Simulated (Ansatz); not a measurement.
Basis-set extrapolation for C₂H₃Cl, SMILES `C=CCl` (PBE0-D4/def2-TZVP geometry, frozen core, Ansatz). Multiplicity 1, RHF reference.

```csv
,cc-pV(T+d)Z,cc-pV(Q+d)Z
HF,-537.002454,-537.011175
MP2 correlation,-0.515995,-0.555853
CCSD(T) correlation,-0.573894,-0.611434
```

Energies in hartree. Use E(X) = E(∞) + A·exp(−5.46·√X) for Hartree–Fock and E(X) = E(∞) + B·X^(−3.05) for correlation, with X = 3 and 4.

**Question.** What is the CCSD(T) energy at the basis-set limit?

**Answer.** HF limit: -537.011175 + (-0.008721) × 0.30130 = -537.01380. Correlation limit: -0.611434 + (-0.037540) × 0.71189 = -0.63816. Total: -537.65196 hartree, 198.5 kJ/mol below CCSD(T)/cc-pV(T+d)Z.
